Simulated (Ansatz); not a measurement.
Basis-set extrapolation for C2H2O, SMILES `C=C=O` (PBE0-D4/def2-TZVP geometry, frozen core, the Gaussian-basis code of Ansatz). Multiplicity 1, RHF reference.

```csv
,cc-pV(T+d)Z,cc-pV(Q+d)Z
HF,-151.785000,-151.796105
MP2 correlation,-0.538394,-0.575973
CCSD(T) correlation,-0.572988,-0.607369
```

Energies in hartree. Use E(X) = E(∞) + A·exp(−5.46·√X) for Hartree–Fock and E(X) = E(∞) + B·X^(−3.05) for correlation, with X = 3 and 4.

Question: What is the CCSD(T) energy at the basis-set limit?

Answer: HF limit: -151.796105 + (-0.011105) × 0.30130 = -151.79945. Correlation limit: -0.607369 + (-0.034381) × 0.71189 = -0.63184. Total: -152.43129 hartree, 192.5 kJ/mol below CCSD(T)/cc-pV(T+d)Z.
